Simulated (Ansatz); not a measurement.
Rock-salt BaTe: LDA at its full settings (plane-wave cutoff 520 eV, 8×8×8 k mesh, Fermi–Dirac smearing 0.01 eV, scalar-relativistic PAW data made under PBE) and at cheaper ones, in a cell of 2 atoms with Γ-centred meshes.

```tsv
level and setting	equilibrium lattice constant a (Å)	bulk modulus B0 (GPa)
LDA (Ansatz)	6.866	35.3
LDA (Γ point alone) (Ansatz)	8.007	12.2
LDA (2×2×2 k mesh) (Ansatz)	6.978	33.5
LDA (4×4×4 k mesh) (Ansatz)	6.871	35.4
```

Largest shifts from the full settings: lattice constant a +16.6 % (LDA (Γ point alone)), against a difference of -2.01 % of the full result from the reference 7.007 Å (measured, room temperature, not corrected to a static lattice; as tabulated in Lucero et al. (2012), arXiv:1111.4515); bulk modulus -65 % (LDA (Γ point alone)).

Ansatz's density-functional and Hartree–Fock values are scalar-relativistic unless marked +SOC, with PAW data made under PBE.

Run with cheap settings on purpose, which may leave them unconverged: LDA (2×2×2 k mesh), LDA (4×4×4 k mesh), LDA (Γ point alone).

Ansatz is a quantum-chemistry and plane-wave program.
